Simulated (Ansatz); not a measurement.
Li2Si, relaxed as a singlet with RKS r2SCAN-D4/def2-TZVP in Ansatz, starting from the GFN1-xTB geometry. Force threshold 0.02 eV/Å.

The restricted singlet is unstable: a solution with broken spin symmetry lies lower. At r2SCAN-D4/def2-TZVP a triplet of charge 0 lies 0.63 eV below the restricted singlet, each at its own geometry. The structure comes from a short search, and lower isomers may exist.

Start:

```xyz
3

Li    0.8852    0.5597   -0.8315
Li    0.2762   -1.1525    0.6189
Si   -1.1614    0.5928    0.2126
```

Question: Estimate the energy that the relaxation releases and the steps that it takes.

Answer: 0.76 eV, in 5 steps; 1.4 s on 4 threads of AMD EPYC 9R45 on a shared host. No frequencies were taken in this run, so the end may be a saddle point.

Question: Does the start keep its bonding and symmetry?

Answer: Bonds lost: Li1–Li2 (atoms count from 1). Point group C2v at the start, C2v at the end, both within 0.05 Å.

Question: Predict the relaxed structure.

Answer: 
```xyz
3

Li    0.9844    1.0098   -1.1810
Li    0.0741   -1.5502    0.9873
Si   -1.0585    0.5404    0.1936
```
Bond lengths (bridged metal pairs left out): 2 × Li–Si 2.51 Å.
